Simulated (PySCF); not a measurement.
Molecule: SMILES CC(C)C(=O)[O-], [C$_{4}$H$_{7}$O$_{2}$]-.

Atom-mapped SMILES (the numbers label the heavy atoms): `[CH3:1][CH:2]([CH3:3])[C:4](=[O:5])[O-:6]`. Each H is labelled by its parent atom.

Geometry PBE0-D3(BJ)/def2-SVP throughout; GIAO in PySCF 2.14, gas phase, one conformer, non-relativistic; equivalent atoms averaged; functional PBE0.

For orientation, 6-31G* gives these shifts δ (against TMS, H2O at the same level): C4 157.0, C2 35.5, C1/C3 23.3, O5/O6 276.6, H(C1)/H(C3) 0.95, H(C2) 1.53 ppm.

A run gave: C4 179.1, C2 40.6, C1/C3 24.5, O5/O6 317.4, H(C1)/H(C3) 1.16, H(C2) 1.71 ppm (shifts δ (against TMS, H2O at the same level)).

Q: Which basis set was used in that run?
A. pcSseg-2
B. cc-pVDZ
C. def2-TZVP
D. cc-pVTZ

A: A. C4 tells them apart best: pcSseg-2 gives 179.1, cc-pVDZ gives 162.4, def2-TZVP gives 173.7, cc-pVTZ gives 172.6 ppm.
